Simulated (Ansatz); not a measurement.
A made-up structure of BSiH₄O (charge +1), singlet:

```
atom    x (Å)    y (Å)    z (Å)
  B1  -1.3433   0.3900  -0.4551
 Si2   0.4109   0.0530   0.4736
  O3   1.4343  -0.8377  -0.3349
  H4   0.6254  -1.3056  -0.0748
  H5  -1.4330   1.3482  -1.1523
  H6   0.8436   0.5348   1.8043
  H7   2.3206  -1.1139  -0.0707
```

It is relaxed with PBE-D4/def2-SVP and then PBE0-D4/def2-TZVP (Ansatz 0.2.0). Atoms count as bonded within 1.22 times the sum of their covalent radii (H–H: 0.88 Å). The end point is not checked to be a true minimum.

(1) Does its bonding change? (Judge from chemistry; the calculation decides.)

## Answers

(1) The calculation gives: Yes. Formed: none; broken: Si2–H4.

Where it ends: The first stage lowers the energy by 4.10 eV in 12 steps. It ends as BSiH₄O ([BH][SiH][OH2]), total charge +1:
| atom | x (Å) | y (Å) | z (Å) |
| --- | --- | --- | --- |
| B1 | -0.9729 | 0.7895 | -0.4667 |
| Si2 | 0.7096 | 0.6742 | 0.4817 |
| O3 | 1.2893 | -0.9898 | -0.1742 |
| H4 | 1.0034 | -1.8308 | 0.2133 |
| H5 | -1.7769 | 1.2193 | -1.2206 |
| H6 | 0.4195 | 0.2790 | 1.8847 |
| H7 | 2.1867 | -1.0725 | -0.5280 |

Labels in which every atom is bracketed show which atoms are joined, not bond orders.

For scale, one of the runs: PBE0-D4/def2-TZVP relaxation, 123 basis functions, launched by `ansatz run in.yaml --threads 2 --pin off --events-out ev --progress --plain --max-ram 4352MiB`. The run took about 14 s on 2 CPU threads of an Arm Neoverse V2 (shared host).
